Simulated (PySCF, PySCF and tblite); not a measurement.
A run on one conformer of i-BuOMe, C5H12O, numbered as in [CH3:1][O:2][CH2:3][CH:4]([CH3:5])[CH3:6], from an ensemble study. The sound level was CAM-B3LYP/pcSseg-1 (IEF-PCM, chloroform) on GFN2-xTB geometries.

Input:

```
{"job": {"xc": "CAM-B3LYP", "basis": "pcSseg-1", "solvent": "chloroform", "scf": {"aux": "sto-3g", "max_cycle": 90}, "kind": "nmr", "pop": false}, "charge": 0, "multiplicity": 1}
C      2.728580     0.288237     0.445956
O      1.363225     0.462545     0.706818
C      0.541961    -0.389745    -0.059344
C     -0.924006    -0.118089     0.281454
C     -1.309068     1.298269    -0.135727
C     -1.822341    -1.150493    -0.393379
H      3.262372     0.987611     1.086525
H      3.052092    -0.736082     0.674216
H      2.965286     0.501390    -0.604926
H      0.791638    -1.441283     0.158247
H      0.718174    -0.217369    -1.133778
H     -1.026711    -0.202756     1.367789
H     -1.256585     1.401942    -1.217837
H     -2.322185     1.527950     0.185451
H     -0.626657     2.012104     0.316738
H     -1.710678    -1.100318    -1.474729
H     -2.863882    -0.960282    -0.146962
H     -1.569973    -2.157315    -0.068169
```

Command: OMP_NUM_THREADS=1 python ens_run.py task.json out

Output:

```
final grid: 131712 points
cycle   1  E = -277.4057943979  dE =  5.513e-02  |g| = 6.050e-01  |ddm| = 3.557e+00
cycle   2  E = -277.5022962527  dE = -9.650e-02  |g| = 3.497e-01  |ddm| = 7.317e-01
cycle   3  E = -277.5260992339  dE = -2.380e-02  |g| = 1.390e-01  |ddm| = 3.142e-01
cycle   4  E = -277.5306088118  dE = -4.510e-03  |g| = 2.492e-02  |ddm| = 1.442e-01
cycle   5  E = -277.5307585613  dE = -1.497e-04  |g| = 3.729e-03  |ddm| = 2.624e-02
cycle   6  E = -277.5307625272  dE = -3.966e-06  |g| = 1.223e-03  |ddm| = 5.072e-03
cycle   7  E = -277.5307628934  dE = -3.662e-07  |g| = 2.672e-04  |ddm| = 1.263e-03
cycle   8  E = -277.5307629134  dE = -1.999e-08  |g| = 5.179e-05  |ddm| = 3.020e-04
cycle   9  E = -277.5307629143  dE = -9.114e-10  |g| = 9.556e-06  |ddm| = 7.138e-05
converged SCF energy = -277.5307629143

GIAO shielding tensors (ppm)
atom      isotropic    diamagn.    paramagn.     s11        s22        s33       span
  0 C      138.486     237.571     -99.085    122.355    126.259    166.845     44.490
  1 O      290.805     401.263    -110.458    279.642    294.202    298.570     18.928
  2 C      135.874     248.759    -112.885    117.455    129.369    160.797     43.342
  3 C      167.421     252.271     -84.850    161.557    169.914    170.793      9.237
  4 C      159.625     242.899     -83.274    154.602    156.441    167.832     13.230
  5 C      159.478     241.801     -82.324    152.747    156.684    169.002     16.255
  6 H       33.317      32.894       0.423     29.825     30.608     39.519      9.693
  7 H       33.455      33.892      -0.437     30.053     30.855     39.459      9.406
  8 H       33.553      34.936      -1.383     30.126     31.077     39.457      9.332
  9 H       33.494      40.808      -7.314     28.673     33.996     37.812      9.138
 10 H       33.699      41.767      -8.069     29.767     33.849     37.480      7.714
 11 H       35.674      40.737      -5.064     32.488     34.426     40.107      7.619
 12 H       35.383      37.721      -2.339     32.942     33.132     40.074      7.132
 13 H       35.039      34.747       0.292     31.767     32.707     40.642      8.875
 14 H       35.158      38.854      -3.696     30.893     35.091     39.490      8.597
 15 H       35.505      37.041      -1.535     32.665     33.611     40.240      7.574
 16 H       35.174      33.907       1.266     31.688     33.133     40.700      9.013
 17 H       35.157      36.264      -1.108     31.601     33.316     40.552      8.952
```

Task: What is wrong with this calculation, and what did it do to the result?

Result: The setting at fault: fitting basis far too small. The calculation finished and met its thresholds. Shieldings averaged over the conformers (ppm), as run and sound:
```
atoms  as run  sound
   C1   138.2  123.5
   O2   296.5  318.5
   C3   135.9  100.4
   C4   167.4  151.8
C5/C6   159.7  164.2
   H1    33.4   28.1
   H3    33.5   28.5
   H4    35.8   30.1
H5/H6    35.2   30.8
```
